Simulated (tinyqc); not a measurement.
Worked calculation (part 1 of 2): ROHF in the sto-3g basis, for CH3, spin multiplicity 2. Computed by tinyqc, a small Python program that keeps every step (integrals from PySCF). Settings: charge = 0, multiplicity = 2, basis = sto-3g, energy threshold = 1e-10, iteration cap = 56, orthogonalisation = symmetric, start = core, DIIS depth = 3, method = ROHF. Command: `OMP_NUM_THREADS=1 python tinyqc.py 30199 30200 out.jsonl` (the two numbers bound the seeds that draw the settings). One thread of a shared host (Intel(R) Xeon(R) Processor @ 2.60GHz), about 0.07 s of CPU time with the checks. Later iterations appear only in the table of the cycle.

## One-electron integrals

Geometry (angstrom):
```
atom,x,y,z
C,0.000000,0.000000,0.116000
H,1.092000,0.000000,0.000000
H,-0.546000,0.945000,0.000000
H,-0.546000,-0.945000,0.000000
```

Basis sto-3g: exponents (1/bohr^2) and contraction coefficients of normalised primitives:
```
element,l (shell),exponent,coefficient
C,s (1),71.616837,0.154329
C,s (1),13.045096,0.535328
C,s (1),3.530512,0.444635
C,s (2),2.941249,-0.099967
C,s (2),0.683483,0.399513
C,s (2),0.222290,0.700115
C,p (3),2.941249,0.155916
C,p (3),0.683483,0.607684
C,p (3),0.222290,0.391957
H,s (1),3.425251,0.154329
H,s (1),0.623914,0.535328
H,s (1),0.168855,0.444635
```

Overlap, kinetic and nuclear-attraction integrals over the contracted functions; the nuclear repulsion is the sum of Za Zb / Rab.

nuclear repulsion = 9.51672717 hartree

overlap S, lower triangle:
```
,1C 1s,1C 2s,1C 2px,1C 2py,1C 2pz,2H 1s,3H 1s,4H 1s
1C 1s,1.000000
1C 2s,0.248362,1.000000
1C 2px,0.000000,0.000000,1.000000
1C 2py,0.000000,0.000000,0.000000,1.000000
1C 2pz,0.000000,0.000000,0.000000,0.000000,1.000000
2H 1s,0.061103,0.486078,0.461866,0.000000,-0.049063,1.000000
3H 1s,0.061189,0.486424,-0.231164,0.400091,-0.049112,0.142185,1.000000
4H 1s,0.061189,0.486424,-0.231164,-0.400091,-0.049112,0.142185,0.142423,1.000000
```

kinetic energy T (hartree), lower triangle:
```
,1C 1s,1C 2s,1C 2px,1C 2py,1C 2pz,2H 1s,3H 1s,4H 1s
1C 1s,15.891122
1C 2s,-0.085890,0.472250
1C 2px,0.000000,0.000000,1.477728
1C 2py,0.000000,0.000000,0.000000,1.477728
1C 2pz,0.000000,0.000000,0.000000,0.000000,1.477728
2H 1s,-0.010798,0.104223,0.254751,0.000000,-0.027061,0.760032
3H 1s,-0.010778,0.104417,-0.127628,0.220895,-0.027115,-0.008389,0.760032
4H 1s,-0.010778,0.104417,-0.127628,-0.220895,-0.027115,-0.008389,-0.008368,0.760032
```

nuclear attraction V (hartree), lower triangle:
```
,1C 1s,1C 2s,1C 2px,1C 2py,1C 2pz,2H 1s,3H 1s,4H 1s
1C 1s,-35.098920
1C 2s,-4.551405,-6.596658
1C 2px,0.000027,0.000229,-6.615515
1C 2py,0.000000,0.000000,0.000000,-6.615505
1C 2pz,0.005293,0.054285,-0.000028,0.000000,-6.433486
2H 1s,-1.139894,-2.720985,-2.395049,0.000000,0.267449,-4.616831
3H 1s,-1.141533,-2.723498,1.199097,-2.075243,0.267781,-0.730510,-4.618395
4H 1s,-1.141533,-2.723498,1.199097,2.075243,0.267781,-0.730510,-0.731760,-4.618395
```

core Hamiltonian H = T + V (hartree), lower triangle:
```
,1C 1s,1C 2s,1C 2px,1C 2py,1C 2pz,2H 1s,3H 1s,4H 1s
1C 1s,-19.207798
1C 2s,-4.637295,-6.124408
1C 2px,0.000027,0.000229,-5.137787
1C 2py,0.000000,0.000000,0.000000,-5.137777
1C 2pz,0.005293,0.054285,-0.000028,0.000000,-4.955757
2H 1s,-1.150692,-2.616762,-2.140298,0.000000,0.240388,-3.856799
3H 1s,-1.152312,-2.619081,1.071469,-1.854348,0.240666,-0.738898,-3.858363
4H 1s,-1.152312,-2.619081,1.071469,1.854348,0.240666,-0.738898,-0.740127,-3.858363
```

## Two-electron integrals

Functions are numbered as in S; the eight-fold symmetry (ij|kl) = (ji|kl) = (kl|ij) leaves the list below.

Two-electron integrals (ij|kl) in chemists' order, unique and non-zero (hartree):
```
i,j,k,l,(ij|kl)
1,1,1,1,3.541948
2,1,1,1,0.576921
2,1,2,1,0.111888
2,2,1,1,0.854682
2,2,2,1,0.205284
2,2,2,2,0.624709
3,1,3,1,0.020296
3,2,3,1,0.030858
3,2,3,2,0.137996
3,3,1,1,0.852436
3,3,2,1,0.205335
3,3,2,2,0.624568
3,3,3,3,0.672833
4,1,4,1,0.020296
4,2,4,1,0.030858
4,2,4,2,0.137996
4,3,4,3,0.036269
4,4,1,1,0.852436
4,4,2,1,0.205335
4,4,2,2,0.624568
4,4,3,3,0.600295
4,4,4,4,0.672833
5,1,5,1,0.020296
5,2,5,1,0.030858
5,2,5,2,0.137996
5,3,5,3,0.036269
5,4,5,4,0.036269
5,5,1,1,0.852436
5,5,2,1,0.205335
5,5,2,2,0.624568
5,5,3,3,0.600295
5,5,4,4,0.600295
5,5,5,5,0.672833
6,1,1,1,0.143077
6,1,2,1,0.027567
6,1,2,2,0.050438
6,1,3,1,0.001687
6,1,3,2,0.003126
6,1,3,3,0.050796
6,1,4,4,0.050265
6,1,5,1,-0.000179
6,1,5,2,-0.000332
6,1,5,3,-0.000056
6,1,5,5,0.050271
6,1,6,1,0.006947
6,2,1,1,0.328384
6,2,2,1,0.079854
6,2,2,2,0.265625
6,2,3,1,0.007561
6,2,3,2,0.051078
6,2,3,3,0.277624
6,2,4,4,0.259402
6,2,5,1,-0.000803
6,2,5,2,-0.005426
6,2,5,3,-0.001936
6,2,5,5,0.259608
6,2,6,1,0.020502
6,2,6,2,0.145502
6,3,1,1,0.272555
6,3,2,1,0.067161
6,3,2,2,0.236895
6,3,3,1,0.013872
6,3,3,2,0.085687
6,3,3,3,0.260455
6,3,4,4,0.224904
6,3,5,1,-0.000591
6,3,5,2,-0.004512
6,3,5,3,-0.002701
6,3,5,5,0.225077
6,3,6,1,0.018094
6,3,6,2,0.154268
6,3,6,3,0.178984
6,4,4,1,0.008304
6,4,4,2,0.043207
6,4,4,3,0.010121
6,4,5,4,-0.001075
6,4,6,4,0.018373
6,5,1,1,-0.028953
6,5,2,1,-0.007134
6,5,2,2,-0.025165
6,5,3,1,-0.000591
6,5,3,2,-0.004512
6,5,3,3,-0.025517
6,5,4,4,-0.023891
6,5,5,1,0.008367
6,5,5,2,0.043686
6,5,5,3,0.010293
6,5,5,5,-0.026059
6,5,6,1,-0.001922
6,5,6,2,-0.016387
6,5,6,3,-0.017061
6,5,6,5,0.020185
6,6,1,1,0.471116
6,6,2,1,0.116536
6,6,2,2,0.439164
6,6,3,1,0.014333
6,6,3,2,0.128261
6,6,3,3,0.484779
6,6,4,4,0.415719
6,6,5,1,-0.001523
6,6,5,2,-0.013625
6,6,5,3,-0.007336
6,6,5,5,0.416498
6,6,6,1,0.030410
6,6,6,2,0.299237
6,6,6,3,0.351132
6,6,6,5,-0.037300
6,6,6,6,0.774606
7,1,1,1,0.143282
7,1,2,1,0.027607
7,1,2,2,0.050510
7,1,3,1,-0.000845
7,1,3,2,-0.001566
7,1,3,3,0.050469
7,1,4,1,0.001463
7,1,4,2,0.002711
7,1,4,3,-0.000230
7,1,4,4,0.050735
7,1,5,1,-0.000180
7,1,5,2,-0.000333
7,1,5,3,0.000028
7,1,5,4,-0.000049
7,1,5,5,0.050342
7,1,6,1,0.006731
7,1,6,2,0.019255
7,1,6,3,0.015801
7,1,6,4,0.000698
7,1,6,5,-0.001807
7,1,6,6,0.027919
7,1,7,1,0.006967
7,2,1,1,0.328693
7,2,2,1,0.079929
7,2,2,2,0.265853
7,2,3,1,-0.003786
7,2,3,2,-0.025571
7,2,3,3,0.264189
7,2,4,1,0.006553
7,2,4,2,0.044257
7,2,4,3,-0.007898
7,2,4,4,0.273295
7,2,5,1,-0.000804
7,2,5,2,-0.005433
7,2,5,3,0.000969
7,2,5,4,-0.001678
7,2,5,5,0.259832
7,2,6,1,0.019246
7,2,6,2,0.105457
7,2,6,3,0.087173
7,2,6,4,0.012429
7,2,6,5,-0.011549
7,2,6,6,0.170450
7,2,7,1,0.020550
7,2,7,2,0.145724
7,3,1,1,-0.136449
7,3,2,1,-0.033622
7,3,2,2,-0.118587
7,3,3,1,0.009708
7,3,3,2,0.053888
7,3,3,3,-0.124637
7,3,4,1,-0.002413
7,3,4,2,-0.018410
7,3,4,3,0.012089
7,3,4,4,-0.118329
7,3,5,1,0.000296
7,3,5,2,0.002260
7,3,5,3,-0.001484
7,3,5,4,0.000705
7,3,5,5,-0.112671
7,3,6,1,-0.007295
7,3,6,2,-0.032832
7,3,6,3,-0.015680
7,3,6,4,-0.002879
7,3,6,5,0.003522
7,3,6,6,-0.042281
7,3,7,1,-0.009071
7,3,7,2,-0.077277
7,3,7,3,0.058647
7,4,1,1,0.236161
7,4,2,1,0.058193
7,4,2,2,0.205247
7,4,3,1,-0.002413
7,4,3,2,-0.018410
7,4,3,3,0.198177
7,4,4,1,0.012491
7,4,4,2,0.075115
7,4,4,3,-0.010812
7,4,4,4,0.222341
7,4,5,1,-0.000513
7,4,5,2,-0.003911
7,4,5,3,0.000705
7,4,5,4,-0.002297
7,4,5,5,0.195007
7,4,6,1,0.014021
7,4,6,2,0.081679
7,4,6,3,0.067041
7,4,6,4,0.021385
7,4,6,5,-0.008761
7,4,6,6,0.132248
7,4,7,1,0.015700
7,4,7,2,0.133749
7,4,7,3,-0.069647
7,4,7,4,0.138950
7,5,1,1,-0.028989
7,5,2,1,-0.007143
7,5,2,2,-0.025194
7,5,3,1,0.000296
7,5,3,2,0.002260
7,5,3,3,-0.024326
7,5,4,1,-0.000513
7,5,4,2,-0.003911
7,5,4,3,0.000705
7,5,4,4,-0.025139
7,5,5,1,0.008377
7,5,5,2,0.043731
7,5,5,3,-0.005154
7,5,5,4,0.008920
7,5,5,5,-0.026091
7,5,6,1,-0.001807
7,5,6,2,-0.011552
7,5,6,3,-0.009352
7,5,6,4,-0.001333
7,5,6,5,0.013721
7,5,6,6,-0.019859
7,5,7,1,-0.001927
7,5,7,2,-0.016418
7,5,7,3,0.008549
7,5,7,4,-0.014797
7,5,7,5,0.020223
7,6,1,1,0.086772
7,6,2,1,0.021158
7,6,2,2,0.072643
7,6,3,1,0.000836
7,6,3,2,0.005970
7,6,3,3,0.073255
7,6,4,1,0.001447
7,6,4,2,0.010338
7,6,4,3,0.000384
7,6,4,4,0.073697
7,6,5,1,-0.000355
7,6,5,2,-0.002538
7,6,5,3,-0.000335
7,6,5,4,-0.000581
7,6,5,5,0.070907
7,6,6,1,0.005299
7,6,6,2,0.035685
7,6,6,3,0.034988
7,6,6,4,0.003807
7,6,6,5,-0.004418
7,6,6,6,0.068534
7,6,7,1,0.005306
7,6,7,2,0.035709
7,6,7,3,-0.014211
7,6,7,4,0.032213
7,6,7,5,-0.004422
7,6,7,6,0.010617
7,7,1,1,0.471349
7,7,2,1,0.116592
7,7,2,2,0.439328
7,7,3,1,-0.007176
7,7,3,2,-0.064194
7,7,3,3,0.433164
7,7,4,1,0.012420
7,7,4,2,0.111104
7,7,4,3,-0.029927
7,7,4,4,0.467669
7,7,5,1,-0.001525
7,7,5,2,-0.013638
7,7,5,3,0.003674
7,7,5,4,-0.006358
7,7,5,5,0.416654
7,7,6,1,0.027893
7,7,6,2,0.170363
7,7,6,3,0.135630
7,7,6,4,0.029533
7,7,6,5,-0.019845
7,7,6,6,0.278421
7,7,7,1,0.030468
7,7,7,2,0.299499
7,7,7,3,-0.175782
7,7,7,4,0.304237
7,7,7,5,-0.037346
7,7,7,6,0.068534
7,7,7,7,0.774606
8,1,1,1,0.143282
8,1,2,1,0.027607
8,1,2,2,0.050510
8,1,3,1,-0.000845
8,1,3,2,-0.001566
8,1,3,3,0.050469
8,1,4,1,-0.001463
8,1,4,2,-0.002711
8,1,4,3,0.000230
8,1,4,4,0.050735
8,1,5,1,-0.000180
8,1,5,2,-0.000333
8,1,5,3,0.000028
8,1,5,4,0.000049
8,1,5,5,0.050342
8,1,6,1,0.006731
8,1,6,2,0.019255
8,1,6,3,0.015801
8,1,6,4,-0.000698
8,1,6,5,-0.001807
8,1,6,6,0.027919
8,1,7,1,0.006741
8,1,7,2,0.019274
8,1,7,3,-0.008516
8,1,7,4,0.013342
8,1,7,5,-0.001809
8,1,7,6,0.005038
8,1,7,7,0.027934
8,1,8,1,0.006967
8,2,1,1,0.328693
8,2,2,1,0.079929
8,2,2,2,0.265853
8,2,3,1,-0.003786
8,2,3,2,-0.025571
8,2,3,3,0.264189
8,2,4,1,-0.006553
8,2,4,2,-0.044257
8,2,4,3,0.007898
8,2,4,4,0.273295
8,2,5,1,-0.000804
8,2,5,2,-0.005433
8,2,5,3,0.000969
8,2,5,4,0.001678
8,2,5,5,0.259832
8,2,6,1,0.019246
8,2,6,2,0.105457
8,2,6,3,0.087173
8,2,6,4,-0.012429
8,2,6,5,-0.011549
8,2,6,6,0.170450
8,2,7,1,0.019274
8,2,7,2,0.105561
8,2,7,3,-0.054428
8,2,7,4,0.069312
8,2,7,5,-0.011564
8,2,7,6,0.027501
8,2,7,7,0.170539
8,2,8,1,0.020550
8,2,8,2,0.145724
8,3,1,1,-0.136449
8,3,2,1,-0.033622
8,3,2,2,-0.118587
8,3,3,1,0.009708
8,3,3,2,0.053888
8,3,3,3,-0.124637
8,3,4,1,0.002413
8,3,4,2,0.018410
8,3,4,3,-0.012089
8,3,4,4,-0.118329
8,3,5,1,0.000296
8,3,5,2,0.002260
8,3,5,3,-0.001484
8,3,5,4,-0.000705
8,3,5,5,-0.112671
8,3,6,1,-0.007295
8,3,6,2,-0.032832
8,3,6,3,-0.015680
8,3,6,4,0.002879
8,3,6,5,0.003522
8,3,6,6,-0.042281
8,3,7,1,-0.008516
8,3,7,2,-0.054428
8,3,7,3,0.039983
8,3,7,4,-0.035004
8,3,7,5,0.005840
8,3,7,6,-0.010830
8,3,7,7,-0.093533
8,3,8,1,-0.009071
8,3,8,2,-0.077277
8,3,8,3,0.058647
8,4,1,1,-0.236161
8,4,2,1,-0.058193
8,4,2,2,-0.205247
8,4,3,1,0.002413
8,4,3,2,0.018410
8,4,3,3,-0.198177
8,4,4,1,0.012491
8,4,4,2,0.075115
8,4,4,3,-0.010812
8,4,4,4,-0.222341
8,4,5,1,0.000513
8,4,5,2,0.003911
8,4,5,3,-0.000705
8,4,5,4,-0.002297
8,4,5,5,-0.195007
8,4,6,1,-0.014021
8,4,6,2,-0.081679
8,4,6,3,-0.067041
8,4,6,4,0.021385
8,4,6,5,0.008761
8,4,6,6,-0.132248
8,4,7,1,-0.013342
8,4,7,2,-0.069312
8,4,7,3,0.035004
8,4,7,4,-0.034184
8,4,7,5,0.007437
8,4,7,6,-0.018742
8,4,7,7,-0.102737
8,4,8,1,-0.015700
8,4,8,2,-0.133749
8,4,8,3,0.069647
8,4,8,4,0.138950
8,5,1,1,-0.028989
8,5,2,1,-0.007143
8,5,2,2,-0.025194
8,5,3,1,0.000296
8,5,3,2,0.002260
8,5,3,3,-0.024326
8,5,4,1,0.000513
8,5,4,2,0.003911
8,5,4,3,-0.000705
8,5,4,4,-0.025139
8,5,5,1,0.008377
8,5,5,2,0.043731
8,5,5,3,-0.005154
8,5,5,4,-0.008920
8,5,5,5,-0.026091
8,5,6,1,-0.001807
8,5,6,2,-0.011552
8,5,6,3,-0.009352
8,5,6,4,0.001333
8,5,6,5,0.013721
8,5,6,6,-0.019859
8,5,7,1,-0.001809
8,5,7,2,-0.011564
8,5,7,3,0.005840
8,5,7,4,-0.007437
8,5,7,5,0.013737
8,5,7,6,-0.003306
8,5,7,7,-0.019872
8,5,8,1,-0.001927
8,5,8,2,-0.016418
8,5,8,3,0.008549
8,5,8,4,0.014797
8,5,8,5,0.020223
8,6,1,1,0.086772
8,6,2,1,0.021158
8,6,2,2,0.072643
8,6,3,1,0.000836
8,6,3,2,0.005970
8,6,3,3,0.073255
8,6,4,1,-0.001447
8,6,4,2,-0.010338
8,6,4,3,-0.000384
8,6,4,4,0.073697
8,6,5,1,-0.000355
8,6,5,2,-0.002538
8,6,5,3,-0.000335
8,6,5,4,0.000581
8,6,5,5,0.070907
8,6,6,1,0.005299
8,6,6,2,0.035685
8,6,6,3,0.034988
8,6,6,4,-0.003807
8,6,6,5,-0.004418
8,6,6,6,0.068534
8,6,7,1,0.005038
8,6,7,2,0.027501
8,6,7,3,-0.010830
8,6,7,4,0.018742
8,6,7,5,-0.003306
8,6,7,6,0.008521
8,6,7,7,0.043808
8,6,8,1,0.005306
8,6,8,2,0.035709
8,6,8,3,-0.014211
8,6,8,4,-0.032213
8,6,8,5,-0.004422
8,6,8,6,0.010617
8,7,1,1,0.086916
8,7,2,1,0.021194
8,7,2,2,0.072764
8,7,3,1,-0.001675
8,7,3,2,-0.011966
8,7,3,3,0.074046
8,7,4,4,0.073152
8,7,5,1,-0.000356
8,7,5,2,-0.002542
8,7,5,3,0.000672
8,7,5,5,0.071025
8,7,6,1,0.005039
8,7,6,2,0.027521
8,7,6,3,0.021667
8,7,6,5,-0.003308
8,7,6,6,0.043862
8,7,7,1,0.005315
8,7,7,2,0.035774
8,7,7,3,-0.020851
8,7,7,4,0.028455
8,7,7,5,-0.004430
8,7,7,6,0.008534
8,7,7,7,0.068667
8,7,8,1,0.005315
8,7,8,2,0.035774
8,7,8,3,-0.020851
8,7,8,4,-0.028455
8,7,8,5,-0.004430
8,7,8,6,0.008534
8,7,8,7,0.010655
8,8,1,1,0.471349
8,8,2,1,0.116592
8,8,2,2,0.439328
8,8,3,1,-0.007176
8,8,3,2,-0.064194
8,8,3,3,0.433164
8,8,4,1,-0.012420
8,8,4,2,-0.111104
8,8,4,3,0.029927
8,8,4,4,0.467669
8,8,5,1,-0.001525
8,8,5,2,-0.013638
8,8,5,3,0.003674
8,8,5,4,0.006358
8,8,5,5,0.416654
8,8,6,1,0.027893
8,8,6,2,0.170363
8,8,6,3,0.135630
8,8,6,4,-0.029533
8,8,6,5,-0.019845
8,8,6,6,0.278421
8,8,7,1,0.027934
8,8,7,2,0.170539
8,8,7,3,-0.093533
8,8,7,4,0.102737
8,8,7,5,-0.019872
8,8,7,6,0.043808
8,8,7,7,0.278570
8,8,8,1,0.030468
8,8,8,2,0.299499
8,8,8,3,-0.175782
8,8,8,4,-0.304237
8,8,8,5,-0.037346
8,8,8,6,0.068534
8,8,8,7,0.068667
8,8,8,8,0.774606
```

## Orthogonalisation

S = U s U^T; symmetric (Loewdin) form X = U s^(-1/2) U^T, so that X^T S X = 1.

eigenvalues of S: 0.263226  0.358511  0.358648  0.953124  1.012231  1.499066  1.499247  2.055947

X, lower triangle:
```
,1C 1s,1C 2s,1C 2px,1C 2py,1C 2pz,2H 1s,3H 1s,4H 1s
1C 1s,1.028435
1C 2s,-0.166843,1.430846
1C 2px,0.000019,-0.000315,1.190110
1C 2py,0.000000,0.000000,0.000000,1.190156
1C 2pz,0.003699,-0.040160,0.000035,0.000000,1.003967
2H 1s,0.025658,-0.340319,-0.345391,0.000000,0.033720,1.264552
3H 1s,0.025668,-0.340797,0.172957,-0.299351,0.033779,-0.031683,1.265037
4H 1s,0.025668,-0.340797,0.172957,0.299351,0.033779,-0.031683,-0.031681,1.265037
```

## Starting guess

The start is the orbitals of the core Hamiltonian; D(s) = C_occ C_occ^T for each spin.

D(alpha) at the start, lower triangle:
```
,1C 1s,1C 2s,1C 2px,1C 2py,1C 2pz,2H 1s,3H 1s,4H 1s
1C 1s,1.079322
1C 2s,-0.351363,1.535176
1C 2px,0.000053,-0.000388,1.289573
1C 2py,0.000000,0.000000,0.000000,1.289530
1C 2pz,0.009669,-0.058346,0.000053,0.000000,1.006748
2H 1s,0.045509,-0.186347,-0.256028,0.000000,0.028219,0.073923
3H 1s,0.045552,-0.186567,0.128209,-0.221802,0.028262,-0.002349,0.074015
4H 1s,0.045552,-0.186567,0.128209,0.221802,0.028262,-0.002349,-0.002285,0.074015
```

D(beta) at the start, lower triangle:
```
,1C 1s,1C 2s,1C 2px,1C 2py,1C 2pz,2H 1s,3H 1s,4H 1s
1C 1s,1.078107
1C 2s,-0.346314,1.514196
1C 2px,0.000054,-0.000391,1.289573
1C 2py,0.000000,0.000000,0.000000,1.289530
1C 2pz,0.044173,-0.201727,0.000038,0.000000,0.026879
2H 1s,0.045627,-0.186834,-0.256028,0.000000,0.024888,0.073912
3H 1s,0.045670,-0.187057,0.128209,-0.221802,0.024913,-0.002361,0.074004
4H 1s,0.045670,-0.187057,0.128209,0.221802,0.024913,-0.002361,-0.002297,0.074004
```

## Iteration 1: building the Fock matrix

J_ij = sum D_kl (ij|kl) with D = D(alpha) + D(beta), K_ij = sum D_kl (ik|jl) for each spin; F = H + J - K(s); E = tr D H + tr D J / 2 - 0.5 sum_s tr D(s) K(s) + E_nn.

Coulomb J (hartree), lower triangle:
```
,1C 1s,1C 2s,1C 2px,1C 2py,1C 2pz,2H 1s,3H 1s,4H 1s
1C 1s,13.422301
1C 2s,2.664325,6.218202
1C 2px,-0.000001,0.000026,6.230485
1C 2py,0.000000,0.000000,0.000000,6.230476
1C 2pz,-0.008338,-0.034628,-0.000004,0.000000,6.176978
2H 1s,0.657561,2.560588,2.235983,0.000000,-0.246526,4.039760
3H 1s,0.658494,2.562823,-1.119311,1.937282,-0.246816,0.693077,4.041357
4H 1s,0.658494,2.562823,-1.119311,-1.937282,-0.246816,0.693077,0.694230,4.041357
```

exchange K(alpha) (hartree), lower triangle:
```
,1C 1s,1C 2s,1C 2px,1C 2py,1C 2pz,2H 1s,3H 1s,4H 1s
1C 1s,3.669113
1C 2s,0.680549,1.106215
1C 2px,0.000000,0.000009,0.907447
1C 2py,0.000000,0.000000,0.000000,0.907438
1C 2pz,-0.000075,0.001029,-0.000003,0.000000,0.920401
2H 1s,0.176442,0.404186,0.263619,0.000000,-0.027413,0.248937
3H 1s,0.176684,0.404583,-0.131982,0.228436,-0.027450,0.112029,0.249368
4H 1s,0.176684,0.404583,-0.131982,-0.228436,-0.027450,0.112029,0.112203,0.249368
```

exchange K(beta) (hartree), lower triangle:
```
,1C 1s,1C 2s,1C 2px,1C 2py,1C 2pz,2H 1s,3H 1s,4H 1s
1C 1s,3.648423
1C 2s,0.650129,0.959200
1C 2px,0.000000,0.000008,0.869153
1C 2py,0.000000,0.000000,0.000000,0.869144
1C 2pz,-0.004415,-0.103158,-0.000007,0.000000,0.258904
2H 1s,0.168321,0.360310,0.253362,0.000000,-0.045229,0.230813
3H 1s,0.168553,0.360663,-0.126847,0.219549,-0.045273,0.099704,0.231213
4H 1s,0.168553,0.360663,-0.126847,-0.219549,-0.045273,0.099704,0.099864,0.231213
```

F(alpha) (hartree), lower triangle:
```
,1C 1s,1C 2s,1C 2px,1C 2py,1C 2pz,2H 1s,3H 1s,4H 1s
1C 1s,-9.454610
1C 2s,-2.653519,-1.012421
1C 2px,0.000026,0.000247,0.185251
1C 2py,0.000000,0.000000,0.000000,0.185260
1C 2pz,-0.002969,0.018628,-0.000030,0.000000,0.300820
2H 1s,-0.669573,-0.460361,-0.167934,0.000000,0.021275,-0.065975
3H 1s,-0.670501,-0.460841,0.084139,-0.145502,0.021299,-0.157850,-0.066375
4H 1s,-0.670501,-0.460841,0.084139,0.145502,0.021299,-0.157850,-0.158101,-0.066375
```

F(beta) (hartree), lower triangle:
```
,1C 1s,1C 2s,1C 2px,1C 2py,1C 2pz,2H 1s,3H 1s,4H 1s
1C 1s,-9.433920
1C 2s,-2.623099,-0.865406
1C 2px,0.000026,0.000248,0.223545
1C 2py,0.000000,0.000000,0.000000,0.223554
1C 2pz,0.001371,0.122815,-0.000025,0.000000,0.962317
2H 1s,-0.661451,-0.416484,-0.157678,0.000000,0.039091,-0.047852
3H 1s,-0.662371,-0.416921,0.079004,-0.136615,0.039123,-0.145525,-0.048219
4H 1s,-0.662371,-0.416921,0.079004,0.136615,0.039123,-0.145525,-0.145762,-0.048219
```

total energy of this density = -36.58942857 hartree

## Iteration 1: Roothaan effective Fock matrix

With projectors Pc = D(beta) S, Po = (D(alpha) - D(beta)) S, Pv = 1 - D(alpha) S, the block xy is Px^T F Py; with Fc = (F(alpha) + F(beta))/2, the blocks are Fc for cc, oo, vv and cv, F(beta) for co and F(alpha) for ov.

effective F (hartree), lower triangle:
```
,1C 1s,1C 2s,1C 2px,1C 2py,1C 2pz,2H 1s,3H 1s,4H 1s
1C 1s,-9.444254
1C 2s,-2.637802,-0.934541
1C 2px,0.000026,0.000247,0.204398
1C 2py,0.000000,0.000000,0.000000,0.204407
1C 2pz,0.002561,0.085732,-0.000028,0.000000,0.627153
2H 1s,-0.665416,-0.436881,-0.162806,0.000000,0.038325,-0.056515
3H 1s,-0.666340,-0.437339,0.081572,-0.141059,0.038359,-0.151289,-0.056898
4H 1s,-0.666340,-0.437339,0.081572,0.141059,0.038359,-0.151289,-0.151533,-0.056898
```

## Iteration 1: diagonalisation and new density

Diagonalise F' = X^T F X, C = X C', fill 5 alpha and 4 beta electrons from the bottom; D(s) = C_occ C_occ^T. Each column has its largest component positive (the first on a tie).

F' = X^T F X (hartree), lower triangle:
```
,1,2,3,4,5,6,7,8
1,-9.204795
2,-1.515601,0.003811
3,0.000011,-0.000120,0.507447
4,0.000000,0.000000,0.000000,0.507520
5,0.000202,0.030851,0.000025,0.000000,0.634018
6,-0.103259,-0.354920,-0.406776,0.000000,0.047492,0.353298
7,-0.103564,-0.355391,0.203676,-0.352536,0.047566,-0.061095,0.353652
8,-0.103564,-0.355391,0.203676,0.352536,0.047566,-0.061095,-0.061129,0.353652
```

orbital energies (hartree): MO1 -9.455630, MO2 -0.342465, MO3 -0.039620, MO4 -0.039562, MO5 0.633574, MO6 0.828875, MO7 0.961569, MO8 0.961864

coefficients C:
```
,MO1,MO2,MO3,MO4,MO5,MO6,MO7,MO8
1C 1s,0.989350,-0.219454,-0.000100,0.000000,-0.059672,-0.238688,0.000860,0.000000
1C 2s,0.047490,0.592164,0.000386,0.000000,0.280005,1.411922,-0.005591,0.000000
1C 2px,-0.000012,-0.000347,0.488670,0.000000,0.000056,0.003782,1.164763,0.000000
1C 2py,0.000000,0.000000,0.000000,0.488748,0.000000,0.000000,0.000000,1.164826
1C 2pz,-0.001855,-0.068497,-0.000039,0.000000,0.970485,-0.257794,0.000896,0.000000
2H 1s,-0.009462,0.250674,0.549936,0.000000,-0.084621,-0.730304,-0.965477,0.000000
3H 1s,-0.009473,0.251047,-0.274636,0.476082,-0.084541,-0.725659,0.487008,-0.838867
4H 1s,-0.009473,0.251047,-0.274636,-0.476082,-0.084541,-0.725659,0.487008,0.838867
```

D(alpha) after iteration 1, lower triangle:
```
,1C 1s,1C 2s,1C 2px,1C 2py,1C 2pz,2H 1s,3H 1s,4H 1s
1C 1s,1.030533
1C 2s,-0.099676,0.431316
1C 2px,0.000012,-0.000001,0.238798
1C 2py,0.000000,0.000000,0.000000,0.238875
1C 2pz,-0.044715,0.231091,0.000059,0.000000,0.946537
2H 1s,-0.059378,0.124508,0.268646,0.000000,-0.099298,0.372518
3H 1s,-0.059393,0.124433,-0.134298,0.232684,-0.099214,-0.080858,0.372340
4H 1s,-0.059393,0.124433,-0.134298,-0.232684,-0.099214,-0.080858,-0.080967,0.372340
```

D(beta) after iteration 1, lower triangle:
```
,1C 1s,1C 2s,1C 2px,1C 2py,1C 2pz,2H 1s,3H 1s,4H 1s
1C 1s,1.026972
1C 2s,-0.082968,0.352913
1C 2px,0.000015,-0.000017,0.238798
1C 2py,0.000000,0.000000,0.000000,0.238875
1C 2pz,0.013197,-0.040649,0.000005,0.000000,0.004695
2H 1s,-0.064428,0.148203,0.268651,0.000000,-0.017174,0.365357
3H 1s,-0.064438,0.148105,-0.134293,0.232684,-0.017168,-0.088012,0.365193
4H 1s,-0.064438,0.148105,-0.134293,-0.232684,-0.017168,-0.088012,-0.088115,0.365193
```
